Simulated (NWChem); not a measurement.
**Ionisation of ammonia (H₃N)**

```xyz
4

N      0.0016     0.1283     0.0000
H     -0.4728    -0.2934     0.8124
H     -0.4728    -0.2934    -0.8124
H      0.9343    -0.3110     0.0000
```
Charge 0, spin multiplicity 1.

Program: NWChem. The geometry was optimised at PBE/def2-SVP, a minimum by its harmonic frequencies.

Basis set: def2-TZVPD. The species with one electron less has spin multiplicity 2 and keeps the geometry of the parent. Δ marks differences of total energies (open shells unrestricted). −ε marks an orbital energy of the parent. That orbital need not have the symmetry of the hole or added electron in the Δ rows.

B3LYP has NWChem's definition, with VWN1-RPA local correlation. The stability of the SCF solutions was not checked.

**Question.** One of these methods gave a first vertical ionisation energy of 10.83 eV. Which?
A) ΔPBE
B) ΔBHandHLYP
C) −ε(HOMO) of HF
D) −ε(HOMO) of B3LYP

**Answer.** B, ΔBHandHLYP. The others give 11.88 (−ε(HOMO) of HF), 11.10 (ΔPBE), 7.65 (−ε(HOMO) of B3LYP).
